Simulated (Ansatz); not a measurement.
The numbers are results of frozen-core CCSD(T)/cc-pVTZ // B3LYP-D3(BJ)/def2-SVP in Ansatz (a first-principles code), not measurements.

Ansatz 0.2 input:
```yaml
crystal:
  periodic: [false, false, false]
  atoms:
    - { symbol: C, position_ang: [-0.683059, -1.208875, -0.020338] }
    - { symbol: N, position_ang: [0.064298, -0.044276, -0.441945] }
    - { symbol: C, position_ang: [-0.678776, 1.183352, -0.259267] }
    - { symbol: C, position_ang: [1.379608, 0.01328, 0.157426] }
    - { symbol: H, position_ang: [-1.643432, -1.259726, -0.557784] }
    - { symbol: H, position_ang: [-0.118234, -2.126713, -0.249029] }
    - { symbol: H, position_ang: [-0.908745, -1.216514, 1.073061] }
    - { symbol: H, position_ang: [-0.110829, 2.035794, -0.664893] }
    - { symbol: H, position_ang: [-1.639216, 1.130289, -0.796381] }
    - { symbol: H, position_ang: [-0.903876, 1.407912, 0.810973] }
    - { symbol: H, position_ang: [1.354043, 0.124415, 1.268059] }
    - { symbol: H, position_ang: [1.942523, -0.90572, -0.071308] }
    - { symbol: H, position_ang: [1.945694, 0.866782, -0.248576] }
basis:
  gaussian: { orbitals: cc-pVTZ }
correlation:
  method: ccsd_t
```

Output:

```
Functional definition: HF
1387 factors; integrals over basis functions are off by at most 1.3e-3 eV
mean field evaluation 1: about -4713.5346 eV, gradient 3.2e1 eV
mean field evaluation 2: about -4713.7582 eV, gradient 3.2e1 eV
mean field evaluation 4: about -4716.5402 eV, gradient 4.6e0 eV
mean field evaluation 8: about -4716.5949 eV, gradient 2.1e-1 eV
mean field evaluation 16: about -4713.5359 eV, gradient 3.2e1 eV
mean field -4716.59512410 eV, -173.3316737876 hartree, gradient 1.8e-6 eV, S^2 0.000000; 0 other end points of the search recorded, 0 dependent functions left out
4 core orbitals not correlated
reference -4716.59512410 eV, -173.3316737876 hartree; 13, 13 occupied and 229, 229 virtual orbitals, 1387 factors
second order -20.49964825 eV of doubles, -0.00000000 eV of singles
cycle   1  -21.11807306 eV  change   -6.2e-1 eV  update   8.7e-2
cycle   2  -21.62707452 eV  change   -5.1e-1 eV  update   2.4e-2
cycle   3  -21.70739065 eV  change   -8.0e-2 eV  update   1.0e-2
cycle   4  -21.70431707 eV  change    3.1e-3 eV  update   2.3e-3
cycle   5  -21.70474505 eV  change   -4.3e-4 eV  update   1.1e-3
cycle   6  -21.70508602 eV  change   -3.4e-4 eV  update   3.6e-4
cycle   7  -21.70495969 eV  change    1.3e-4 eV  update   1.5e-4
cycle   8  -21.70494442 eV  change    1.5e-5 eV  update   5.1e-5
cycle   9  -21.70494595 eV  change   -1.5e-6 eV  update   1.6e-5
perturbative correction -0.83223850 eV, -0.0305842006 hartree
Total energy: -4739.13230854 eV, -174.1599000396 hartree
```

Cost: about 110 core-seconds (a rough figure).
